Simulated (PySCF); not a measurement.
## Ionisation energy of O by level of theory

O [He] 2s2 2p4 (3P) → O⁺ [He] 2s2 2p3 (4S), as a difference of total energies. All numbers are calculated (PySCF 2.14, no relativity, point nucleus, in def2-SVP). Correlated levels: valence: 1s2 frozen. The calculations carry no spin-orbit coupling.

```json
{"method": "UHF", "ionisation energy (eV)": "12.083", "error (eV)": "-1.525"}
{"method": "B3LYP", "ionisation energy (eV)": "14.020", "error (eV)": "+0.412"}
{"method": "M06-2X", "ionisation energy (eV)": "13.631", "error (eV)": "+0.023"}
{"method": "MP2 (valence)", "ionisation energy (eV)": "12.963", "error (eV)": "-0.645"}
{"method": "SCS-MP2 (valence)", "ionisation energy (eV)": "12.985", "error (eV)": "-0.623"}
{"method": "CCSD (valence)", "ionisation energy (eV)": "12.972", "error (eV)": "-0.636"}
{"method": "CCSD(T) (valence)", "ionisation energy (eV)": "12.979", "error (eV)": "-0.629"}
```

Reference: 13.608 eV (measured; NIST levels, between the centres of gravity of the two terms).

Errors of the correlated levels include the incompleteness of this basis and the frozen core.
